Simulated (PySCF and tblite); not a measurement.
Values are calculated unless marked as measured or tabulated.
C4H8O, numbered as in [OH:1][CH2:2][CH:3]1[CH2:4][CH2:5]1. The ensemble was built from 90 distance-geometry starts (ETKDG and KDG, MMFF94s, GFN2-xTB) and rests on GFN2-xTB geometries. Energies: PBE0-D3(BJ)/pcSseg-1 (IEF-PCM, chloroform), with GFN2-xTB thermal terms (plain harmonic). Symmetry numbers and mirror images are counted. Conformers within 2.5 kcal/mol (GFN2-xTB free energy) were kept, 10 at most. GIAO shieldings: PBE0/pcSseg-1 (IEF-PCM, chloroform). Shifts are against TMS (¹H), TMS (¹³C) at the same level. Codes: tblite and PySCF.

Torsions listed: H1–O1–C2–C3, O1–C2–C3–C4. Of a mirror pair one member is shown.

```csv
conformer,shape,point group,mirror pair,ΔE(DFT),Δ(G−E) at 450 K,δ H3 (ppm)
1,"54°, -157°",C1,yes,0.00,0.00,1.09
2,"54°, 79°",C1,yes,0.89,-0.21,0.90
3,"58°, -42°",C1,yes,1.10,0.09,0.88
4,"180°, 90°",C1,yes,1.61,-0.40,1.06
```

Energies in kcal/mol; the thermal term leaves out symmetry numbers and mirror images.

Question: Work out the weights at 450 K and the ¹H shift of H3 under fast exchange.

Answer: RT = 0.894 kcal/mol. Each conformer gets RT ln(σ/g), with σ the rotational symmetry number and g = 2 for a mirror pair: 1: σ = 1, g = 2, G = 0.00 + 0.00 − 0.62 = -0.62, 0.00 above the lowest, exp(−ΔG/RT) = 1.000; 2: σ = 1, g = 2, G = 0.89 − 0.21 − 0.62 = 0.06, 0.68 above the lowest, exp(−ΔG/RT) = 0.465; 3: σ = 1, g = 2, G = 1.10 + 0.09 − 0.62 = 0.57, 1.19 above the lowest, exp(−ΔG/RT) = 0.263; 4: σ = 1, g = 2, G = 1.61 − 0.40 − 0.62 = 0.59, 1.21 above the lowest, exp(−ΔG/RT) = 0.259. The sum is 1.987, so the weights are 50.3, 23.4, 13.2, 13.0 %. The averaged shift is 1.02 ppm. At 298.15 K it is 1.03 ppm. At 298.15 K the leading conformer alone gives 1.09 ppm and bare DFT energies give 1.04 ppm.
